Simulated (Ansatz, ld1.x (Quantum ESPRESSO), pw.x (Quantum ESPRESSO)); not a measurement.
**From atom to crystal: RRKJ potential for Ir (Z = 77)**

- Element: iridium
- Generator: ld1.x (Quantum ESPRESSO) 7.5
- Type: norm-conserving RRKJ (Kleinman–Bylander form)
- Functional: LDA (PW92)
- Relativity: scalar-relativistic
- Frozen core: [Xe] 4f14
- Valence charge: 9
- Reference configuration: 5d7 6s1.75 6p0.25
- Partial waves: 6p (bound): rc 2.45 bohr; 5d (bound): rc 1.90 bohr; 6s (bound): rc 2.15 bohr
- Local potential: the s channel
- Core correction: a·sin(br)/r model core, default radius (core density twice the valence density)

Atomic tests: cutoffs needed: 35 Ry and 40 Ry (the cutoffs (Ry, on a coarse ladder) from which the occupation-weighted sum of valence levels, in a spherical-Bessel basis at the reference potential, stays within 10 and 1 mRy of its value at 400 Ry); ghost test: no extra level below or beside the all-electron valence levels (p, d, s, f tested) (spherical-Bessel basis up to 400 Ry, 20 bohr box); largest excitation error: -142 meV (all-electron minus pseudo) for 5d6 6s0 6p0, out of 7 test configurations.

Crystal test: sc Ir in pw.x 7.5, no spin, 13³ k-points, Fermi–Dirac smearing 0.01 Ry, cutoffs 50/200 Ry. The reference is all-electron LAPW (Ansatz 0.2.0) with the same functional, mesh and smearing; V0 and B0 come from Birch–Murnaghan fits to the pressures at five volumes. Errors are pseudo minus all-electron; Δ is the rms difference of the E(V) curves that follow from these fits, minima aligned, over ±6 % about the mean V0. Mesh and smearing are coarse, so the numbers serve the comparison and aren't converged zero-temperature values; the lattice is a test structure that the element need not adopt.

All-electron: a0 = 2.529 Å (V0 = 16.17 Å³/atom), B0 = 288.0 GPa.

Problem. How far does the potential miss the all-electron equation of state?

Solution. mean pressure error (GPa): +12.29; a0 (Å): 2.561; a0 error (%): +1.28; B0 error (%): -2.8; Δ (meV/atom): 39.4. This is a poor potential for the solid.

| V (Å³/atom) | P all-electron (GPa) | P pseudo (GPa) |
| --- | --- | --- |
| 15.253 | 19.40 | 34.42 |
| 15.655 | 10.09 | 23.59 |
| 16.056 | 2.06 | 14.19 |
| 16.457 | -4.87 | 6.05 |
| 16.859 | -10.85 | -0.98 |

Problem. At the middle volume, how do free energy and pressure move when the wave cutoff is lowered (ecutrho kept at four times it)?

Solution.

| cutoff (Ry) | shift of F (meV/atom) | shift of P (GPa) |
| --- | --- | --- |
| 22 | +6053.1 | -232.70 |
| 30 | +590.8 | -39.78 |
| 40 | +5.4 | -0.89 |

The run at the middle volume (84 k-points, 6 iterations) took about 6.1 s on one core of a shared host (Neoverse-V1, 32 threads, 247 GiB, load 14).
